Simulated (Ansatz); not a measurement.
Basis-set extrapolation for CH7BO, SMILES `[BH3-][OH+]C` (PBE0-D4/def2-TZVP geometry, frozen core, the Gaussian-basis code of Ansatz). Multiplicity 1, RHF reference.

```tsv
	def2-TZVPP	def2-QZVPP
HF	-141.510356	-141.517538
MP2 correlation	-0.559130	-0.597217
CCSD(T) correlation	-0.615929	not run
```

Energies in hartree. Use E(X) = E(∞) + A·exp(−7.88·√X) for Hartree–Fock and E(X) = E(∞) + B·X^(−2.97) for correlation, with X = 3 and 4, and add CCSD(T) minus MP2 of the smaller set to the MP2 limit.

Question: What is the CCSD(T) energy at the basis-set limit?

Answer: HF limit: -141.517538 + (-0.007182) × 0.13774 = -141.51853. MP2 limit: -0.597217 + (-0.038087) × 0.74074 = -0.62543. Higher-order term: -0.615929 − (-0.559130) = -0.05680. Total: -142.20076 hartree, 2.03 eV below CCSD(T)/def2-TZVPP.
